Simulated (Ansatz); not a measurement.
Cartesian coordinates in Å:
```
C 0.023 0.938 0.472
C -0.387 -0.080 -0.278
C 0.356 -1.287 -0.408
N 0.942 -2.272 -0.527
H 0.953 0.895 1.027
H -0.569 1.841 0.546
H -1.318 -0.035 -0.832
```

Total charge 0; spin multiplicity 1.

(1) List the PBE0/def2-TZVPP orbital energies in eV (Ansatz). (Estimate.)

Results:

(1) Computed: Occupied: -391.55, -279.86, -279.43, -279.41, -25.68, -23.10, -18.58, -15.26, -13.66, -11.78, -11.00, -10.48, -9.76, -8.47. Lowest empty: -1.71, 0.52, 1.86, 2.08, 2.52, 2.79, 3.84, 4.49.
